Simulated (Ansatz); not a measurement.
Band gap (eV) of solids drawn from the class of tetrahedrally bonded semiconductors and semimetals, at two levels: PBE (PAW; Ansatz, a quantum-chemistry and plane-wave program), and B3LYP (VWN-RPA form) in Ansatz (PAW).

| solid | PBE | B3LYP (VWN-RPA form) |
|---|---|---|
| zinc-blende ZnS | 2.10 | 3.58 |
| wurtzite AgI | 1.37 | ? |
| zinc-blende AgI (metastable phase) | 1.34 | 2.74 |
| zinc-blende CuI | 1.15 | 2.92 |
| wurtzite BN (high-pressure phase) | 5.22 | ? |
| cubic BN | 4.47 | 6.54 |
| zinc-blende InAs | 0.00 | 0.58 |
| zinc-blende CdS (metastable phase) | 1.16 | 2.42 |

Question: Estimate the withheld B3LYP (VWN-RPA form) values from the other rows.

Answer: One way: carry over the typical difference. The differences B3LYP (VWN-RPA form) − PBE of the other rows with open gaps, in order: 1.26, 1.40, 1.48, 1.77, 2.07; median 1.48. Wurtzite AgI: 1.37 + (1.48) = 2.85 eV; the run gives 2.78 eV. Wurtzite BN (high-pressure phase): 5.22 + (1.48) = 6.70 eV; the run gives 7.28 eV. The differences spread from 1.26 to 2.07, so such an estimate is rough.

Of 7 rows with both gaps open, B3LYP (VWN-RPA form) is the larger in 7 and the smaller in 0.

Ansatz's runs of these crystals have no spin polarisation.

A gap of zero means that the bands touch or overlap. Density-functional gaps are differences of (generalised) Kohn–Sham levels.

Spin–orbit coupling is included only where a level's name says +SOC; with heavier elements it mostly lowers gaps and can invert bands. Cells: PBE at the measured cell for 7 of them, at the measured cell (atoms relaxed with PBEsol) for 1 of them; B3LYP (VWN-RPA form) at the measured cell for 7 of them, at the measured cell (atoms relaxed with PBEsol) for 1 of them. Ansatz's density-functional and Hartree–Fock values are scalar-relativistic unless marked +SOC, with PAW data made under PBE.
